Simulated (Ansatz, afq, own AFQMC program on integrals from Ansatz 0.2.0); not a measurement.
**AlBH, doublet: a scan with AFQMC**

```xyz
3

B     0.0000   -0.0920    0.3143
Al    0.0000   -0.0334   -1.8050
H     0.0000    0.1253    1.4907
```

The B1–Al2 distance is changed with both sides rigid. Energies in eV count from this geometry (2.120 Å) at the same level; the start stands on UHF, each point on the determinant named.

Basis 6-31G. Only valence electrons are correlated. Ansatz 0.2.0 and our own AFQMC program on the same integrals; the CISD trial comes from CCSD amplitudes, and released means the phaseless constraint is let go. ± is one standard error of the sampling.

Cautions, each for one point or more: a spin-contaminated unrestricted determinant lies lower; a state of higher spin lies lower; an unrestricted solution with more broken spin lies lower; an unrestricted solution with more broken spin lies lower, while this determinant keeps restricted orbitals; full CI with its own frozen core; strong correlation; the determinant is a saddle point among determinants of its kind; the next higher spin lies close; unrestricted determinant slightly spin contaminated; unrestricted determinant spin contaminated.

```
r(B1–Al2) / Å  det.     T1  weight  ⟨S²⟩  CCSD(T)   ph-AFQMC/CISD     FCI  CCSDT(Q)   B3LYP    PBE0
        1.952  ROHF  0.040    0.88  pure    0.357   0.362 ± 0.002   0.357     0.357  0.233§  0.182§
        2.351  UHF†  0.036    0.88  0.80   -0.011  -0.012 ± 0.003  -0.014    -0.014   0.040   0.088
        2.933  UHF†  0.090    0.78  0.94    0.818   0.817 ± 0.005   0.770     0.769   0.928   1.058
        3.939  UHF†  0.019    0.88  0.75    1.577   1.595 ± 0.003   1.592     1.591   1.995  2.209§
        5.722   UHF  0.011    0.88  0.75    1.731   1.748 ± 0.003   1.752     1.751  2.265§  2.450§
```

Weight is that of the determinant in the CISD state; at the start T1 is 0.031 and the weight 0.89, and ⟨S²⟩ is 0.76. A dagger marks points whose determinant fills other symmetries than the start's, so the wave-function levels may follow another state there, or a degenerate partner. § marks a functional whose ⟨S²⟩ is too high by over 0.1 (B3LYP, PBE0 at the start too). Largest departures from full CI: CCSD(T) 0.049 eV at 2.933 (on UHF), ph-AFQMC/CISD 0.047 eV at 2.933 (on UHF), CCSDT(Q) -0.001 eV at 2.933 (on UHF). The functionals aren't scored here. In this small basis the wave-function levels are far from their limit, so their gap to the functionals isn't the functionals' error.

Some points may be missing: those where a free walk finds a much lower state, and past Zn most of those on another determinant than at the start.

CCSDT and higher add their correlation energy to the determinant of the CCSD(T) run, since their own runs factorise the integrals more tightly (a shift of under 2 meV). A walk keeps the symmetry of its determinant, which the program's search chose and which needn't be the lowest solution, so a lower state of the same spin and another symmetry isn't excluded.
